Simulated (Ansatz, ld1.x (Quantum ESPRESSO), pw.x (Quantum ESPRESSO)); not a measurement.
**From atom to crystal: PAW potential for Hf (Z = 72)**

Hf, PAW, made with ld1.x (Quantum ESPRESSO) 7.5 (LDA (PW92), scalar-relativistic). Core [Xe] 4f14, reference 5d2 6s0 6p0 (charge +2). Waves: 6s (bound, empty): rcut 1.90, rcutus 2.60 bohr; 6s channel at -0.05 Ry: rcut 1.90, rcutus 2.60 bohr; 6p (bound, empty): rcut 2.40, rcutus 3.30 bohr; 6p channel at 4.5 Ry: rcut 2.40, rcutus 3.30 bohr; 5d (bound): rcut 1.90, rcutus 2.55 bohr; 5d channel at 1.15 Ry: rcut 1.90, rcutus 2.55 bohr. Local part: all-electron potential smoothed inside 2.40 bohr (lloc = -2). Core correction: Bessel-smoothed model core inside 1.65 bohr. Augmentation charge: BG, radius 1.65 bohr.

Atomic tests: cutoffs needed: 12 Ry and 18 Ry (the cutoffs (Ry, on a coarse ladder) from which the occupation-weighted sum of valence levels, in a spherical-Bessel basis at the reference potential, stays within 10 and 1 mRy of its value at 400 Ry); ghost test: no extra level below or beside the all-electron valence levels (s, p, d, f tested) (spherical-Bessel basis up to 400 Ry, 20 bohr box); configuration tests: test run stopped at test 1 of 9 (negative rho).

Crystal test: bcc Hf in pw.x 7.5, no spin, 13³ k-points, Fermi–Dirac smearing 0.01 Ry, cutoffs 40/320 Ry. The reference is all-electron LAPW (Ansatz 0.2.0) with the same functional, mesh and smearing; V0 and B0 come from Birch–Murnaghan fits to the pressures at five volumes. Errors are pseudo minus all-electron; Δ is the rms difference of the E(V) curves that follow from these fits, minima aligned, over ±6 % about the mean V0. Mesh and smearing are coarse, so the numbers serve the comparison and aren't converged zero-temperature values; the lattice is a test structure that the element need not adopt.

```json
{"V (Å³/atom)": "19.524", "P all-electron (GPa)": "5.88", "P pseudo (GPa)": "2031263.26"}
{"V (Å³/atom)": "20.038", "P all-electron (GPa)": "2.65", "P pseudo (GPa)": "1978931.49"}
{"V (Å³/atom)": "20.552", "P all-electron (GPa)": "-0.24", "P pseudo (GPa)": "1922983.10"}
{"V (Å³/atom)": "21.066", "P all-electron (GPa)": "-2.84", "P pseudo (GPa)": "1870049.17"}
{"V (Å³/atom)": "21.580", "P all-electron (GPa)": "-5.17", "P pseudo (GPa)": "1827704.49"}
```

All-electron: a0 = 3.449 Å (V0 = 20.51 Å³/atom), B0 = 110.4 GPa.

Pseudopotential: converged, but broken (pressure over 100 GPa off). The pressure does not cross zero within the volumes sampled, so no fit is given. The largest radius (3.30 bohr) exceeds half the bond length (2.82 bohr), so the spheres overlap, which is one possible source of error among others. Atomic configuration tests: test run stopped at test 1 of 9 (negative rho). A pressure error of this size marks a broken potential; the numbers have no physical meaning.

At the middle volume, how do free energy and pressure move when the wave cutoff is lowered (ecutrho held at 320 Ry)?

```json
{"cutoff (Ry)": "18", "shift of F (meV/atom)": "+66960108.5", "shift of P (GPa)": "-2873468.11"}
{"cutoff (Ry)": "24", "shift of F (meV/atom)": "+2335148.9", "shift of P (GPa)": "-198977.58"}
{"cutoff (Ry)": "32", "shift of F (meV/atom)": "+549827.6", "shift of P (GPa)": "-31975.25"}
```

Input at the middle volume:

```
&control
  calculation='scf', prefix='x', pseudo_dir='./', outdir='./tmp', tstress=.true., disk_io='none'
/
&system
  ibrav=0, nat=1, ntyp=1, ecutwfc=40, ecutrho=320, nbnd=9,
  occupations='smearing', smearing='fd', degauss=0.01
/
&electrons
  conv_thr=1e-09, mixing_beta=0.4, electron_maxstep=70
/
ATOMIC_SPECIES
Hf 1.0 Hf.UPF
CELL_PARAMETERS angstrom
  -1.72556517 1.72556517 1.72556517
  1.72556517 -1.72556517 1.72556517
  1.72556517 1.72556517 -1.72556517
ATOMIC_POSITIONS crystal
Hf 0.0000 0.0000 0.0000
K_POINTS automatic
13 13 13 0 0 0
```

```bash
pw.x < Hf.scf.in > Hf.scf.out
```

Lines of the output:

```
Message from routine setup:
     using ibrav=0 with symmetry is DISCOURAGED, use correct ibrav instead
     lattice parameter (alat)  =       5.6480  a.u.
     unit-cell volume          =     138.6918 (a.u.)^3
     number of electrons       =         4.00
     number of Kohn-Sham states=            9
     kinetic-energy cutoff     =      40.0000  Ry
     charge density cutoff     =     320.0000  Ry
     scf convergence threshold =      1.0E-09
     Exchange-correlation= SLA  PW   NOGX NOGC
     number of k points=    84  Fermi-Dirac smearing, width (Ry)=  0.0100
     iteration #  1     ecut=    40.00 Ry     beta= 0.40
     negative rho (up, down):  3.695E+02 0.000E+00
     total energy              =  -12233.13567741 Ry
     estimated scf accuracy    <   13850.08630700 Ry
     iteration #  2     ecut=    40.00 Ry     beta= 0.40
     c_bands:  2 eigenvalues not converged
     c_bands:  1 eigenvalues not converged
     c_bands:  1 eigenvalues not converged
     c_bands:  1 eigenvalues not converged
     c_bands:  2 eigenvalues not converged
     c_bands:  2 eigenvalues not converged
     c_bands:  2 eigenvalues not converged
     c_bands:  2 eigenvalues not converged
     [... 74 repeated lines left out ...]
     negative rho (up, down):  6.674E+02 0.000E+00
     total energy              =  -21195.47852892 Ry
     estimated scf accuracy    <    5011.89731261 Ry
     iteration #  3     ecut=    40.00 Ry     beta= 0.40
     [... 56 repeated lines left out ...]
     negative rho (up, down):  7.579E+02 0.000E+00
     total energy              =  -19580.98741533 Ry
     estimated scf accuracy    <       0.07469907 Ry
     iteration #  4     ecut=    40.00 Ry     beta= 0.40
     [... 84 repeated lines left out ...]
     negative rho (up, down):  8.217E+02 0.000E+00
     total energy              =  -18978.19565316 Ry
     estimated scf accuracy    <       0.00000688 Ry
     iteration #  5     ecut=    40.00 Ry     beta= 0.40
     [... 84 repeated lines left out ...]
     negative rho (up, down):  8.627E+02 0.000E+00
     total energy              =  -18765.44929394 Ry
     estimated scf accuracy    <       0.00000081 Ry
     iteration #  6     ecut=    40.00 Ry     beta= 0.40
     [... 84 repeated lines left out ...]
     negative rho (up, down):  8.883E+02 0.000E+00
     total energy              =  -18689.66653455 Ry
     estimated scf accuracy    <       0.00000079 Ry
     iteration #  7     ecut=    40.00 Ry     beta= 0.40
     [... 84 repeated lines left out ...]
     negative rho (up, down):  9.039E+02 0.000E+00
     total energy              =  -18661.75312136 Ry
     estimated scf accuracy    <       0.00000116 Ry
     iteration #  8     ecut=    40.00 Ry     beta= 0.40
     [... 84 repeated lines left out ...]
     negative rho (up, down):  9.135E+02 0.000E+00
     total energy              =  -18652.09766483 Ry
     estimated scf accuracy    <       0.00000011 Ry
     [... 6 iterations left out ...]
     iteration # 15     ecut=    40.00 Ry     beta= 0.40
     [... 25 repeated lines left out ...]
     negative rho (up, down):  9.277E+02 0.000E+00
     total energy              =  -18646.00840450 Ry
     estimated scf accuracy    <       0.00000243 Ry
     iteration # 16     ecut=    40.00 Ry     beta= 0.40
     [... 12 repeated lines left out ...]
     negative rho (up, down):  9.278E+02 0.000E+00
     total energy              =  -18646.00540563 Ry
     estimated scf accuracy    <       0.00000093 Ry
     iteration # 17     ecut=    40.00 Ry     beta= 0.40
     [... 3 repeated lines left out ...]
     negative rho (up, down):  9.279E+02 0.000E+00
     total energy              =  -18646.00432067 Ry
     estimated scf accuracy    <       0.00000679 Ry
     iteration # 18     ecut=    40.00 Ry     beta= 0.40
     negative rho (up, down):  9.280E+02 0.000E+00
     total energy              =  -18646.00393042 Ry
     estimated scf accuracy    <       0.00000002 Ry
     iteration # 19     ecut=    40.00 Ry     beta= 0.40
     negative rho (up, down):  9.280E+02 0.000E+00
     total energy              =  -18646.00379132 Ry
     estimated scf accuracy    <          8.4E-09 Ry
     iteration # 20     ecut=    40.00 Ry     beta= 0.40
     negative rho (up, down):  9.281E+02 0.000E+00
     total energy              =  -18646.00373912 Ry
     estimated scf accuracy    <       0.00000311 Ry
     iteration # 21     ecut=    40.00 Ry     beta= 0.40
     negative rho (up, down):  9.281E+02 0.000E+00
     total energy              =  -18646.00372088 Ry
     estimated scf accuracy    <          1.5E-09 Ry
     iteration # 22     ecut=    40.00 Ry     beta= 0.40
     negative rho (up, down):  9.281E+02 0.000E+00
     the Fermi energy is ********** ev
!    total energy              =  -18646.00371062 Ry
     estimated scf accuracy    <          2.3E-11 Ry
     smearing contrib. (-TS)   =       0.00000000 Ry
     convergence has been achieved in  22 iterations
     negative rho (up, down):  9.281E+02 0.000E+00
          total   stress  (Ry/bohr**3)                   (kbar)     P= 19229830.98
     Message from routine punch:
     Nothing written, as per user request (disk_io='none')
```

The run at the middle volume (84 k-points, 22 iterations) took about 23 s on one core of a shared host (Intel(R) Xeon(R) 6975P-C, 192 threads, 378 GiB, load 90).
